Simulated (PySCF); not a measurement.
**SiO⁺: from constants to spectrum**

UHF-CCSD(T) constants of SiO⁺, ²Σ⁺ (doublet), unpaired electrons σ ↑ (PySCF, no relativity, basis sets Si 6-311G(d,p), O 6-311G(d,p); masses 27.9769 and 15.9949 u):

| Item | Value |
| --- | --- |
| ωe | 1134.9 cm⁻¹ |
| ωexe | 7.05 cm⁻¹ |
| Be | 0.70121 cm⁻¹ |
| αe | 0.00554 cm⁻¹ |
| D (centrifugal) | 1.07e-06 cm⁻¹ |
| De to Si⁺ + O | 4.09 eV |

Q: Give the vibrational terms G(v) and spacings up to v = 6.

A: G(v) = ωe(v+½) − ωexe(v+½)².

```json
{"v": "0", "G(v) (cm⁻¹)": "566", "G(v) − G(v−1)": "", "Bv (cm⁻¹)": "0.6984"}
{"v": "1", "G(v) (cm⁻¹)": "1686", "G(v) − G(v−1)": "1121", "Bv (cm⁻¹)": "0.6929"}
{"v": "2", "G(v) (cm⁻¹)": "2793", "G(v) − G(v−1)": "1107", "Bv (cm⁻¹)": "0.6874"}
{"v": "3", "G(v) (cm⁻¹)": "3886", "G(v) − G(v−1)": "1093", "Bv (cm⁻¹)": "0.6818"}
{"v": "4", "G(v) (cm⁻¹)": "4964", "G(v) − G(v−1)": "1078", "Bv (cm⁻¹)": "0.6763"}
{"v": "5", "G(v) (cm⁻¹)": "6029", "G(v) − G(v−1)": "1064", "Bv (cm⁻¹)": "0.6707"}
{"v": "6", "G(v) (cm⁻¹)": "7079", "G(v) − G(v−1)": "1050", "Bv (cm⁻¹)": "0.6652"}
```

Q: How well does the Morse estimate ωe²/(4ωexe) reproduce De, and what is D0?

A: It gives 5.66 eV, 138 % of the computed De. D0 = De − G(0) = 4.09 − 0.07 = 4.02 eV.

Correlated steps freeze 6 core orbitals. For an ion De counts to the pair picked by the measured ionisation energies or electron affinities, which need not be the lowest pair at this level. The CCSD T1 diagnostic is raised, a sign that a single reference may not be enough here. The state was picked by a PBE0 search and need not be the measured ground state.
